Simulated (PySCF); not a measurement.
Borane phosphine, BH6P.
Atom-mapped SMILES: `[BH3-:1][PH3+:2]` (hydrogens: H3, H4, H5 on B1; H6, H7, H8 on P2)

Cartesian coordinates in Å at the PBE0-D3(BJ)/def2-SVP level; atoms count from 1:
```
atom  x, y, z in Å
B1    -1.0738   -0.1578    0.0068
P2     0.8314    0.1008   -0.0307
H3    -1.4589    0.6410    0.8453
H4    -1.2045   -1.3294    0.3214
H5    -1.4160    0.1012   -1.1362
H6     1.3193    1.3832   -0.3845
H7     1.5950   -0.6965   -0.9190
H8     1.5640   -0.1092    1.1640
```

Method: core-valence-separated Tamm–Dancoff BHandHLYP/aug-pcX-1 (pcseg-1 on H, def2-SVPD on P) in PySCF, non-relativistic, gas phase, PBE0-D3(BJ)/def2-SVP geometry.

Computed boron K-edge spectrum, Gaussian lines of 0.6 eV full width, highest printed point 100; it ends one width below the last computed root. The energies are unshifted.

```csv
photon energy (eV),absorption
187.6,1
187.7,4
187.8,10
187.9,21
188.0,39
188.1,62
188.2,85
188.3,99
188.4,100
188.5,87
188.6,66
188.7,44
188.8,28
188.9,18
189.0,12
189.1,10
189.2,9
189.3,13
189.4,21
189.5,35
189.6,53
189.7,71
189.8,84
189.9,88
190.0,85
```

Assign the maxima to core holes.

2 maxima:
- 188.4 eV: B1 (four-coordinate boron), 188.35 eV, f = 0.043, 100 % of the height at the exact maximum
- 189.9 eV: B1 (four-coordinate boron), 189.83 eV, f = 0.033, sum of 2, 84 % of the height at the exact maximum; B1 (four-coordinate boron), 190.30 eV, f = 0.019, 16 % of the height at the exact maximum

Roots within 0.03 eV on the same or equivalent atoms count as one line; shares under 12 % aren't listed.

Vibrational structure and lifetime widths aren't in the curve. The ionisation threshold wasn't computed; near and above it a finite basis only mimics Rydberg series and continuum.

Time: 1.3 s wall; peak memory 0.43 GiB. Hardware: an Arm Neoverse V1 with one thread, shared host.
